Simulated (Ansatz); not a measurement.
The input, for Ansatz 0.2.0:

```yaml
crystal:
  periodic: [false, false, false]
  atoms:
    - {symbol: B, position_ang: [-0.167257, 0.000000, 0.000000]}
    - {symbol: H, position_ang: [-0.763990, 1.033571, 0.000000]}
    - {symbol: H, position_ang: [-0.763990, -1.033571, 0.000000]}
    - {symbol: H, position_ang: [1.026208, 0.000000, 0.000000]}
    - {symbol: H, position_ang: [2.295743, 0.000000, 0.000000]}
basis:
  gaussian: {orbitals: cc-pVDZ}
magnetization: {spin_polarized: true, initial_magnetization: 1}
hamiltonian: {xc: {name: wB97X-V}}
```

```sh
$ ansatz run in.yaml --threads 1 --pin off --events-out ev --progress --plain --max-ram 2816MiB --backend cpu
```

Output:

```
      + integral(e_c_pw_opposite_spin*poly(b97_u_opposite, cos0, cos1)) + vv10(b, c)
386 factors; their error is unknown
126 factors; integrals over basis functions are off by at most 1.7e-5 eV
mean field evaluation 1: about -736.5291 eV, gradient 5.1e0 eV
mean field evaluation 2: about -736.8436 eV, gradient 1.7e0 eV
mean field evaluation 4: about -736.9099 eV, gradient 1.1e-1 eV
mean field evaluation 8: about -736.8995 eV, gradient 1.1e-2 eV
mean field -736.89948893 eV, -27.0805567297 hartree, gradient 3.2e-5 eV, S^2 0.753179; 0 other end points of the search recorded, 0 dependent functions left out
reference -736.89948840 eV, -27.0805567101 hartree; 5, 4 occupied and 29, 30 virtual orbitals, 386 factors
Total energy: -736.89948840 eV, -27.0805567101 hartree
```

Ran on 1 thread of AMD EPYC 7R13, shared host: 1.7 s wall, 0.17 GiB peak host memory.
